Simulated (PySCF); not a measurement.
Working out the ionisation energy of C

C [He] 2s2 2p2 (3P) → C⁺ [He] 2s2 2p1 (2P). Computed with PySCF 2.14 in aug-cc-pCVTZ-DK with one added diffuse shell each of s, p, d, f type (8s7p5d3f, 75 functions), with the spin-free X2C one-electron Hamiltonian (Gaussian nucleus). Frozen: nothing. Energies in hartree (1 hartree = 27.21139 eV):

| part | C (lower) | C⁺ (upper) |
| --- | --- | --- |
| UHF | -37.706814 | -37.310211 |
| MP2 opposite-spin | -0.099005 | -0.091511 |
| MP2 same-spin | -0.016343 | -0.006443 |

Problem. What does Hartree-Fock give?

Solution. (-37.310211) − (-37.706814) = 0.396603 hartree = 10.792 eV.

Problem. What do MP2 and SCS-MP2 (6/5 opposite-spin, 1/3 same-spin) give?

Solution. The opposite-spin parts differ by 0.204 eV and the same-spin parts by 0.269 eV. MP2: 10.792 + (0.204) + (0.269) = 11.265 eV. SCS-MP2: 10.792 + 1.2 × (0.204) + (0.269)/3 = 11.126 eV.

Measured between the centres of the two terms (NIST): 11.262 eV, so MP2 (valence and next inner shell) is off by 0.003 eV.

What remains against the reference includes basis incompleteness and correlation beyond second order.
